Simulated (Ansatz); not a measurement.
`C[Si]N` + HCl → `N[Si]Cl` + CH₄ at 600 K and 1 bar (ligand exchange at the Si–C bond).

Computed with Ansatz on PBE0-D4/def2-TZVP structures; ΔE is electronic, products minus reactants. CCSD(T)/CBS is the MP2 limit (def2-TZVPP, def2-QZVPP) plus CCSD(T) − MP2 in def2-TZVPP, frozen cores. This one scheme is used for every species. Each species was taken in one conformer, which may not be the lowest.

```tsv
species	CCSD(T)/CBS energy (Eh)	H − E (kJ/mol)	S (J/(mol·K))
`C[Si]N`	-384.84019	208.0	361.9
HCl	-460.38127	35.4	207.2
`N[Si]Cl`	-804.81589	108.1	331.4
CH₄	-40.46206	140.4	215.7
```

H − E and S are ideal-gas, rigid-rotor, harmonic terms from PBE0-D4/def2-TZVP, for one conformer and one mirror image of each species. 1 Eh = 2625.50 kJ/mol, R = 8.31446 J/(mol·K).

By hand: ΔE, ΔH, ΔS and ΔG.

ΔE = (-804.81589) + (-40.46206) − (-384.84019) − (-460.38127) = -0.05649 Eh = -148.3 kJ/mol. Δ(H − E) = 108.1 + 140.4 − 208.0 − 35.4 = 5.1, so ΔH = -143.2 kJ/mol. ΔS = 331.4 + 215.7 − 361.9 − 207.2 = -22.0 J/(mol·K). ΔG = -143.2 − 600 × (-22.0)/1000 = -130.0 kJ/mol.

By hand: the equilibrium constant, and the temperature at which ΔG would vanish if ΔH and ΔS stayed fixed.

log₁₀ K = −ΔG/(RT ln 10) = 11.3. ΔG = 0 at ΔH/ΔS = 6509 K, far beyond where these terms or the molecules hold.

ΔH outweighs TΔS. A doubt of 5 kJ/mol in ΔE shifts log₁₀ K by 0.4 here. Other conformers and mirror images would add mixing entropy, several J/(mol·K) or more a flexible species. Modes under 60 cm⁻¹, often nearly free rotors, make the harmonic entropy too high. These are equilibria of isolated gas molecules and say nothing of rates. Largest T1 diagnostic: 0.013 (customary marks: 0.02 for closed shells, 0.045 for open ones).
